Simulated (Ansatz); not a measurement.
in.yaml

```yaml
crystal:
  periodic: [false, false, false]
  atoms:
    - {symbol: Br, position_ang: [0.000000, 0.000000, -1.499000]}
    - {symbol: H, position_ang: [0.000000, 0.000000, 0.195000]}
    - {symbol: H, position_ang: [0.000000, 0.000000, 1.304000]}
basis:
  gaussian: {orbitals: 6-31G}
magnetization: {spin_polarized: false, initial_magnetization: 1}
correlation: {method: ccsdtq, electrons: outside_noble_gas}
```

```sh
$ ansatz run in.yaml --threads 1 --pin off --events-out ev --progress --plain --max-ram 2393MiB
```

The program prints:

```
495 factors; integrals over basis functions are off by at most 7.6e-8 eV
mean field evaluation 1: about -70017.0994 eV, gradient 8.8e0 eV
mean field evaluation 2: about -70017.1013 eV, gradient 8.8e0 eV
mean field evaluation 4: about -70017.6175 eV, gradient 1.2e0 eV
mean field evaluation 8: about -70017.6272 eV, gradient 1.9e-1 eV
mean field evaluation 16: about -70017.6309 eV, gradient 1.4e-6 eV
mean field evaluation 32: about -70016.4736 eV, gradient 2.3e-6 eV
mean field evaluation 64: about -70016.4491 eV, gradient 3.8e0 eV
mean field evaluation 96: about -70011.4910 eV, gradient 9.9e-3 eV
mean field -70017.63087618 eV, -2573.1004750449 hartree, gradient 1.4e-6 eV, S^2 0.750000; 3 other end points of the search recorded, 0 dependent functions left out
determinant -70017.63087618 eV, -2573.1004750449 hartree, with singles and doubles -70019.67171008 eV, -2573.1754743072 hartree
determinant -70016.47355179 eV, -2573.0579441581 hartree, with singles and doubles -70018.15884407 eV, -2573.1198775070 hartree
14 core orbitals not correlated: weight in the atoms' cores, before any rotation towards them, 1.000 or more for the frozen orbitals, at most 0.000 for the correlated occupied ones
reference -70017.63087618 eV, -2573.1004750449 hartree; 5, 4 occupied and 14, 15 virtual orbitals, 495 factors
second order -1.47350415 eV of doubles, -0.14316164 eV of singles
cycle   1  -1.88929495 eV  change   -2.7e-1 eV  update   5.4e-2
cycle   2  -2.06024606 eV  change   -1.7e-1 eV  update   2.6e-2
cycle   3  -2.07900406 eV  change   -1.9e-2 eV  update   1.1e-2
cycle   4  -2.08372666 eV  change   -4.7e-3 eV  update   6.3e-3
cycle   5  -2.08605576 eV  change   -2.3e-3 eV  update   2.4e-3
cycle   6  -2.08596268 eV  change    9.3e-5 eV  update   5.9e-4
cycle   7  -2.08608716 eV  change   -1.2e-4 eV  update   1.9e-4
cycle   8  -2.08616255 eV  change   -7.5e-5 eV  update   7.4e-5
cycle   9  -2.08613135 eV  change    3.1e-5 eV  update   3.4e-5
cycle  10  -2.08610110 eV  change    3.0e-5 eV  update   1.2e-5
cycle  11  -2.08610056 eV  change    5.4e-7 eV  update   4.2e-6
cycle  12  -2.08609978 eV  change    7.8e-7 eV  update   1.5e-6
cycle  13  -2.08610063 eV  change   -8.4e-7 eV  update   4.7e-7
Total energy: -70019.71697681 eV, -2573.1771378290 hartree
```

For the same geometry and basis full CI lies 0.0 meV lower.

Ran on 1 thread of Arm Neoverse N1, shared host: 51 s wall, 0.32 GiB peak host memory.
